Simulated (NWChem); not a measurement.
Species: phosphine (PH$_{3}$); SMILES P

All runs: NWChem. All runs use the structure optimised with PBE0-D3(BJ)/def2-TZVP. Total energies compare along this basis series because the functional is fixed.

```csv
level,basis functions,energy (Ha),highest occupied level (eV),orbital gap (eV),dipole (D)
PBE/pcseg-1,33,-342.9574,-6.64,6.56,0.99
PBE/aug-pcseg-1,54,-342.9591,-6.71,6.05,0.70
PBE/pcseg-2,76,-342.9913,-6.70,6.50,0.78
PBE/STO-3G,12,-339.0820,-3.45,9.78,0.71
PBE/def2-SVP,33,-342.8609,-6.53,6.88,0.91
```
